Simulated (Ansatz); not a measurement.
in.yaml

```yaml
crystal:
  periodic: [false, false, false]
  atoms:
    - {symbol: Al, position_ang: [0.000000, 0.000000, -0.214139]}
    - {symbol: Al, position_ang: [0.000000, 0.000000, 2.146277]}
    - {symbol: H, position_ang: [0.000000, 0.000000, -1.932139]}
basis:
  gaussian: {orbitals: 6-31G}
magnetization: {spin_polarized: false, initial_magnetization: 3}
correlation: {method: ccsdtq, electrons: outside_noble_gas}
```

```sh
$ ansatz run in.yaml --threads 1 --pin off --events-out ev --progress --plain --max-ram 2393MiB
```

Log:

```
538 factors; integrals over basis functions are off by at most 1.2e-7 eV
mean field evaluation 1: about -13177.0309 eV, gradient 5.4e0 eV
mean field evaluation 2: about -13177.0416 eV, gradient 5.4e0 eV
mean field evaluation 4: about -13177.8598 eV, gradient 1.5e0 eV
mean field evaluation 8: about -13177.9966 eV, gradient 3.1e-1 eV
mean field evaluation 16: about -13178.0012 eV, gradient 1.3e-6 eV
mean field evaluation 32: about -13177.9831 eV, gradient 3.5e-1 eV
mean field evaluation 64: about -13173.0184 eV, gradient 3.7e-3 eV
mean field evaluation 96: about -13174.7966 eV, gradient 2.6e-4 eV
mean field evaluation 128: about -13175.0872 eV, gradient 1.0e-1 eV
mean field -13178.00121977 eV, -484.2826124567 hartree, gradient 1.3e-6 eV, S^2 3.750000; 5 other end points of the search recorded, 0 dependent functions left out
mean field evaluation 160: about -13178.0248 eV, gradient 5.4e-1 eV
determinant -13178.00121977 eV, -484.2826124567 hartree, with singles and doubles -13179.95576855 eV, -484.3544407994 hartree
determinant -13176.03010765 eV, -484.2101754221 hartree, with singles and doubles -13177.59771553 eV, -484.2677839490 hartree
determinant -13175.08737791 eV, -484.1755307432 hartree, with singles and doubles -13177.36943321 eV, -484.2593947285 hartree
determinant -13174.79660310 eV, -484.1648449661 hartree, with singles and doubles -13176.73902777 eV, -484.2362277560 hartree
10 core orbitals not correlated: weight in the atoms' cores, before any rotation towards them, 1.000 or more for the frozen orbitals, at most 0.000 for the correlated occupied ones
reference -13178.00121977 eV, -484.2826124567 hartree; 5, 2 occupied and 13, 16 virtual orbitals, 538 factors
second order -1.32457518 eV of doubles, -0.02331869 eV of singles
cycle   1  -1.69995774 eV  change   -3.5e-1 eV  update   7.7e-2
cycle   2  -1.97329155 eV  change   -2.7e-1 eV  update   4.4e-2
cycle   3  -2.01578140 eV  change   -4.2e-2 eV  update   2.1e-2
cycle   4  -2.03961481 eV  change   -2.4e-2 eV  update   1.1e-2
cycle   5  -2.04145887 eV  change   -1.8e-3 eV  update   4.7e-3
cycle   6  -2.04013034 eV  change    1.3e-3 eV  update   2.2e-3
cycle   7  -2.04033037 eV  change   -2.0e-4 eV  update   1.1e-3
cycle   8  -2.04080651 eV  change   -4.8e-4 eV  update   5.2e-4
cycle   9  -2.04089033 eV  change   -8.4e-5 eV  update   3.1e-4
cycle  10  -2.04081192 eV  change    7.8e-5 eV  update   1.5e-4
cycle  11  -2.04085707 eV  change   -4.5e-5 eV  update   6.5e-5
cycle  12  -2.04088908 eV  change   -3.2e-5 eV  update   2.9e-5
cycle  13  -2.04090707 eV  change   -1.8e-5 eV  update   1.1e-5
cycle  14  -2.04090695 eV  change    1.1e-7 eV  update   5.3e-6
cycle  15  -2.04090458 eV  change    2.4e-6 eV  update   2.7e-6
cycle  16  -2.04090360 eV  change    9.8e-7 eV  update   1.2e-6
cycle  17  -2.04090326 eV  change    3.4e-7 eV  update   6.2e-7
Total energy: -13180.04212304 eV, -484.3576142682 hartree
```

For the same geometry and basis full CI lies 0.4 meV lower.

Ran on 1 thread of Intel Xeon, shared host: 42 s wall, 0.19 GiB peak host memory.
